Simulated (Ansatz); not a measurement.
System: Na₃Sb (P6₃/mmc, No. 194). Method: PBEsol (PAW; Ansatz, a first-principles code).

Run with plane-wave cutoff 500 eV, 12×12×4 k mesh (along the axes of the cell as run), Fermi–Dirac smearing 0.05 eV, scalar-relativistic PAW data made under PBE.

Cell (relaxed at this level):

```yaml
crystal:
  lattice:
    - [5.31186, 0.00000, 0.00000]
    - [-2.65593, 4.60021, 0.00000]
    - [0.00000, 0.00000, 9.44966]
  atoms:
    - { symbol: Sb, position: [0.33333, 0.66667, 0.25000] }
    - { symbol: Sb, position: [0.66667, 0.33333, 0.75000] }
    - { symbol: Na, position: [0.00000, 0.00000, 0.25000] }
    - { symbol: Na, position: [0.00000, 0.00000, 0.75000] }
    - { symbol: Na, position: [0.33333, 0.66667, 0.58252] }
    - { symbol: Na, position: [0.66667, 0.33333, 0.08252] }
    - { symbol: Na, position: [0.33333, 0.66667, 0.91748] }
    - { symbol: Na, position: [0.66667, 0.33333, 0.41748] }
```

Task: Give the computed band gap.

Result: 
- band gap: 0.43 eV (on the SCF k mesh)

Measured, for comparison: band gap 1.1 eV (temperature not stated, not corrected to a static lattice, compiled measured gap; kind and temperature not stated; as tabulated in Kothakonda et al. (2022), arXiv:2208.02841).

Spin–orbit coupling is not included; with these elements it can move the gap by several tenths of an eV or more.

Static lattice: no zero-point or thermal effects.
